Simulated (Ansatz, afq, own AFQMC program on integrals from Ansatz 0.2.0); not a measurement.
**Where AFQMC and coupled cluster stand for Si₂, triplet**

```xyz
2

Si    0.0000    0.0000    0.0000
Si    0.0000    0.0000    2.2547
```

Basis 6-31G. Only valence electrons are correlated. Integrals, coupled cluster, full CI and functionals: Ansatz 0.2.0; the random walks run on the same integrals in our own AFQMC program. ph-AFQMC/CISD is guided by a CISD state made of CCSD amplitudes; releasing the constraint for a short imaginary time cuts its bias at the price of noise, slowly where states lie close. ± is one standard error of the sampling.

Determinant: UHF, the one that the program's search chose, which needn't be the lowest solution. The geometry is a point of a scan.

Full CI on the same integrals is exact in this basis and with this determinant's frozen core.

Cautions: lower spins were not checked; an unrestricted solution with more broken spin lies lower (339 meV, ⟨S²⟩ 2.60).

- T1 diagnostic: 0.0230
- weight of the determinant in the CISD state: 0.862
- ⟨S²⟩ of the determinant: 2.022
- size of the correlated space: 8 electrons in 16 orbitals

Reference: full CI, correlation energy -3.147 eV. The released energy is read at 2.40 1/Eh (meV from the phaseless value at times in 1/Eh: -3 ± 5 at 0.24, -9 ± 4 at 0.51, -20 ± 3 at 0.99, -30 ± 3 at 1.62, -30 ± 8 at 2.40).

```
         level  E − E(reference) (kJ/mol)  share of correlation (%)
            HF                      303.6                      0.00
           MP2                       62.6                     79.39
          CCSD                       18.2                     93.99
       CCSD(T)                        6.7                     97.80
         CCSDT                        4.0                     98.69
      CCSDT(Q)                        0.9                     99.72
        CCSDTQ                        0.5                     99.84
   ph-AFQMC/HF                 26.8 ± 2.2                     91.16
 ph-AFQMC/CISD                  4.7 ± 0.4                     98.44
released AFQMC                  1.8 ± 0.8                     99.39
```

CCSDT and higher add their correlation energy to the determinant of the CCSD(T) run, since their own runs factorise the integrals more tightly (a shift of under 2 meV). A walk keeps the symmetry of its determinant, which the program's search chose and which needn't be the lowest solution, so a lower state of the same spin and another symmetry isn't excluded. Released energies are given only where the last usable release times agree within the noise; a slower fall can still hide under it.
